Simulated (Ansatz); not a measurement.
We consider bcc Cs, described by r²SCAN0 (plane waves, PAW; Ansatz, a quantum-chemistry and plane-wave program).

Numerical settings: plane-wave cutoff 520 eV, 8×8×8 k mesh, Fermi–Dirac smearing 0.05 eV, scalar-relativistic PAW data made under PBE.

Pressure at four volumes; x = ln(V/126.276 Å³). One pressure is withheld.

```tsv
V (Å³/atom)	x	P (GPa)
119.963	-0.0513	0.103
126.276	0.0000	-0.003
129.433	0.0247	-0.047
132.590	0.0488	?
```

### Question
Pass a parabola P(x) through the three rows shown, estimate the bulk modulus and its pressure derivative near zero pressure, and predict the withheld pressure.

### Answer
Slopes between the rows: (-0.003 − (0.103))/(0.0000 − (-0.0513)) = -2.07 and (-0.047 − (-0.003))/(0.0247 − (0.0000)) = -1.78 GPa. Their difference over the span 0.0760 is c = 0.29/0.0760 = 3.8 GPa, so P(x) = 0.103 + (-2.07)(x − (-0.0513)) + 3.8 (x − (-0.0513))(x − (0.0000)). At the middle row B = −dP/dx = −[-2.07 + 3.8 × 0.0513] = 1.9 GPa, and B′ = dB/dP = 2c/B = 4.0. At x = 0.0488 the parabola gives -0.086 GPa; the run gives -0.086 GPa. The Birch–Murnaghan fit to the energies at all volumes has B0 = 1.89 GPa and B′ = 3.8.

Measured, for comparison: bulk modulus 2.11 GPa (corrected for temperature and zero-point phonon effects, our sources range from 2.11 to 2.35; as tabulated in Levämäki et al. (2014), arXiv:1402.3671). Computed (rounded) less measured: bulk modulus -10 % (-10 % to -20 % over the range).

Spin–orbit coupling is not included.
